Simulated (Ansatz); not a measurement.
# CHLiSi (SMILES [Li][C]#[SiH]): one structure at several levels

One table from this session's results is given with a row withheld; the runs are named, their logs left out.

Computed with Ansatz 0.2.0, Gaussian basis. Level: single points in def2-TZVPP.

Correlated methods freeze the cores. The outer core shell of Li, Na, Mg and K is correlated.

2 further runs of the same task are left out: 2 that didn't finish.

## Starting geometry

4 atoms, charge 0, spin multiplicity 1.

Atoms are counted from 1 here; the program's logs count them from 0.

Bond lengths: Li1–C2 1.941 Å, C2–Si3 1.660 Å, Si3–H4 1.499 Å. Angles: Li1–C2–Si3 125.8°, C2–Si3–H4 170.6°.

As a file:

```
Li   -1.65901    1.34273   -1.09456
C    -0.96353    0.02447    0.14921
Si    0.62908   -0.41928    0.30307
H     1.98984   -0.95875    0.62797
```

The first run:

run/in.yaml reads:

```yaml
crystal:
  periodic: [false, false, false]
  atoms:
    - {symbol: Li, position_ang: [-1.659014, 1.342732, -1.094556]}
    - {symbol: C, position_ang: [-0.963531, 0.024473, 0.149212]}
    - {symbol: Si, position_ang: [0.629082, -0.419279, 0.303068]}
    - {symbol: H, position_ang: [1.989836, -0.958750, 0.627971]}
basis:
  gaussian: {orbitals: def2-TZVPP}
hamiltonian: {xc: pbe, dispersion: d4}
output: {forces: true}
```

Run with:

```sh
$ ansatz run in.yaml --threads 2 --pin off --events-out ev --progress --plain --max-ram 3481MiB
```

Among the steps run: PBE-D4/def2-TZVPP; r2SCAN-D4/def2-TZVPP; PBE0-D4/def2-TZVPP; wB97M-V/def2-TZVPP; CCSD(T)/def2-TZVPP.

One table of the session follows, with a row left open; its other results are not shown here.

| method | RMS force component (eV/Å) | angle to CCSD(T) forces (°) | dipole (D) |
| --- | --- | --- | --- |
| PBE-D4 | 0.272 | 27.5 | 5.33 |
| r2SCAN-D4 | 0.187 | 46.5 | 5.45 |
| PBE0-D4 | ? | ? | ? |
| wB97M-V | 0.290 | 103.6 | 5.17 |
| CCSD(T) | 0.373 | reference | 5.65 |

Estimate the missing values for PBE0-D4.

**Answer.** RMS force component (eV/Å): 0.217; angle to CCSD(T) forces (°): 74.1; dipole (D): 5.28. In the column «RMS force component (eV/Å)» it lies between r2SCAN-D4 (0.187) and PBE-D4 (0.272).
